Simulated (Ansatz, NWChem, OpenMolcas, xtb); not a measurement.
## Errors in the dipole moment

6 molecules holding an element from Na to Cl; the dipole moment in D, computed less measured. Shapes, held fixed at every level: PBE0-D4/def2-TZVP. No vibrational averaging. Dipoles are compared by magnitude; molecules under 1 D, whose direction can flip, are left out. Programs: Ansatz 0.2.0, NWChem 7.3.0, OpenMolcas 26.06, xtb 6.7.1. A level may come from different programs for different species; with the same settings they agree closely. Measured values: NIST CCCBDB.

Levels: A = GFN0-xTB; B = PBE-D4/def2-TZVPP; C = B3LYP/6-31G* (spherical functions); D = PBE0/def2-SVP.

```csv
molecule,measured,A,B,C,D
PF3 (phosphorus trifluoride),1.03,+0.39,-0.19,-0.06,+0.07
SiH2Cl2 (dichlorosilane (DCS)),1.13,-0.23,-0.09,+0.43,+0.14
SCl2O2 (sulfuryl chloride),1.81,-0.30,-0.18,-0.33,-0.18
SiH3Cl (chlorosilane),1.31,-0.64,-0.15,+0.37,+0.06
SO2F2 (sulfuryl fluoride),1.12,-0.20,-0.01,+0.06,-0.08
C2H6S (dimethyl sulfide),1.50,+0.56,+0.01,+0.20,+0.07
```

Problem. Sum up the errors.

Solution. 
```json
{"level": "GFN0-xTB", "kind": "semi-empirical", "mean error": "-0.070", "mean absolute error": "0.387", "worst case": "SiH3Cl"}
{"level": "PBE-D4/def2-TZVPP", "kind": "GGA", "mean error": "-0.102", "mean absolute error": "0.105", "worst case": "PF3"}
{"level": "B3LYP/6-31G* (spherical functions)", "kind": "global hybrid", "mean error": "+0.112", "mean absolute error": "0.242", "worst case": "SiH2Cl2"}
{"level": "PBE0/def2-SVP", "kind": "global hybrid", "mean error": "+0.013", "mean absolute error": "0.100", "worst case": "SCl2O2"}
```

On this set PBE0/def2-SVP has the smallest mean absolute error and GFN0-xTB the largest. GFN0-xTB is too low in 4 of 6; PBE-D4/def2-TZVPP is too low in 5 of 6; B3LYP/6-31G* (spherical functions) is too high in 4 of 6; PBE0/def2-SVP is too high in 4 of 6. The levels differ in basis as well as in method. The smallest two are near a tie. The set is small.
